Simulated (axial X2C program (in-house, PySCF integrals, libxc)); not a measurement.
**Which molecule has these constants?**

Calculated with an in-house all-electron X2C program for linear molecules (integrals from PySCF), spin-free (one-electron X2C) or two-component (2c: spin–orbit coupling with atomic mean-field Coulomb and Gaunt terms, which also bring small scalar terms), in Dyall basis sets with cores contracted in-house; open shells are unrestricted.

A two-component PBE0 calculation in a Dyall 3-zeta basis gave Re = 3.082 Å, ωe = 200.1 cm⁻¹, De = 0.27 eV, dipole magnitude 0.87 D, Ω = 1/2.

Task: Which molecule is it?
A. LiMg
B. LiP
C. LiSi
D. LiNa
E. LiS

Result: A. The others have LiNa 2.919 Å and 253.7 cm⁻¹ (Ω = 0); LiP 2.324 Å and 492.2 cm⁻¹ (Ω = 1); LiSi 2.365 Å and 450.2 cm⁻¹ (Ω = 3/2); LiS 2.149 Å and 580.6 cm⁻¹ (Ω = 3/2).

Each entry is the lowest single determinant of a limited PBE0 search at one distance. De goes to single-determinant-based atoms at the same level (for ions the charge split of lowest energy) and is withheld (n/a) where an atom does not fit its ground term or J level. Main or longest-lived isotopes. One determinant is a doubtful description, or other states lie close, for LiP, LiSi; these need not be ground states, and all values refer to the states named. Some open-shell Ω = 0 determinants are out of reach, so the Ω given for LiP need not be the lowest component. With several unpaired electrons the Ω given is that of one determinant, not necessarily of the lowest component. Some light 2c atoms are not at their ground J level, so De misses part of their lowering (0.04 eV or less). The functionals have no current term, which raises determinants with orbital currents.
